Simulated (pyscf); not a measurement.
Elementary routes open to HO–SiH(F)–F (SMILES O[SiH](F)F) + H₂ (SMILES [H][H]) in the gas phase (singlet surface):
A. HO–SiH₂–F (SMILES O[SiH2]F) + HF (SMILES F) (F–Si, H–H broken; H–Si, F–H formed)
B. F–SiH₂–F (SMILES F[SiH2]F) + H₂O (SMILES O) (O–Si, H–H broken; H–Si, H–O formed)

Structures and frequencies: ωB97X-D3(BJ)/def2-SVP in PySCF.

Q: Rank the routes by free-energy barrier at 900 K, lowest first, for ωB97M-D3(BJ)/def2-TZVP energies (ideal gas, 1 atm, RRHO with modes under 100 cm⁻¹ raised to 100, one conformer, R ln 2 for chiral ones without a mode under 150 cm⁻¹).

A: B (83.5 kcal/mol), A (88.7 kcal/mol)

Route B is the fastest of these, ahead of the next by 5.2 kcal/mol. The most stable products are those of B (ΔG = +24.9 kcal/mol), so kinetics and thermodynamics agree. At 298 K B is still the fastest. B: On the product side the descent ends in a complex, 4.2 kcal/mol under the separated species and 33.9 kcal/mol under the saddle at ωB97X-D3(BJ)/def2-TZVP. Only these routes are compared; each barrier is that of the saddle found, and lower ones may exist.
